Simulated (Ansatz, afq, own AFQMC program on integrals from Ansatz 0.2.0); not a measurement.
## AlNH₃, quartet in cc-pVTZ, levels against CCSDT(Q)

| atom | x (Å) | y (Å) | z (Å) |
| --- | --- | --- | --- |
| Al | -1.0660 | 0.0000 | 0.0000 |
| H | -1.8589 | 1.3734 | 0.0000 |
| H | -1.8589 | -1.3734 | 0.0000 |
| H | 0.9170 | 0.0000 | 0.0000 |
| N | 2.2550 | 0.0000 | 0.0000 |

Connectivity, by distances: AlH2 ··· N ··· H.

Basis cc-pVTZ. Noble-gas cores (and the filled d shells of Ga–Kr and In–Xe) are frozen. Integrals, coupled cluster, full CI and functionals: Ansatz 0.2.0; the random walks run on the same integrals in our own AFQMC program. ph-AFQMC/CISD is guided by a CISD state made of CCSD amplitudes; releasing the constraint for a short imaginary time cuts its bias at the price of noise, slowly where states lie close. Uncertainties: one standard error, sampling alone.

Determinant: UHF, the one that the program's search chose, which needn't be the lowest solution. The geometry is a point of a scan.

No full CI on the walks' own integrals is used here; CCSDT(Q) serves as the reference and is uncertain by about the last step of the cluster series.

Cautions: lower spins were not checked; unrestricted determinant slightly spin contaminated (⟨S²⟩ 3.83 against 3.75); the released energies are still falling, so no released level is given (meV from the phaseless value at times in 1/Eh: -6 ± 4 at 0.24, -7 ± 4 at 0.51, -13 ± 4 at 0.99, -17 ± 5 at 1.62, -23 ± 7 at 2.40), though the last usable value meets CCSDT(Q) within the noise.

- T1 diagnostic: 0.0214
- weight of the determinant in the CISD state: 0.879
- ⟨S²⟩ of the determinant: 3.826
- size of the correlated space: 11 electrons in 100 orbitals

```tsv
level	correlation energy (eV)
MP2	-5.6751
CCSD	-6.8306
CCSD(T)	-7.0155
```

**Question.** Estimate where phaseless AFQMC with a CISD trial lies against CCSD(T) on the same integrals.

**Answer.** 0.66 ± 0.12 kcal/mol below CCSD(T).

Reference: CCSDT(Q), correlation energy -7.058 eV.

```tsv
level	E − E(reference) (kcal/mol)	share of correlation (%)
CCSD(T)	0.97	99.40
CCSDT	0.17	99.89
ph-AFQMC/CISD	0.31 ± 0.12	99.81
```

A walk keeps the symmetry of its determinant, which the program's search chose and which needn't be the lowest solution, so a lower state of the same spin and another symmetry isn't excluded.
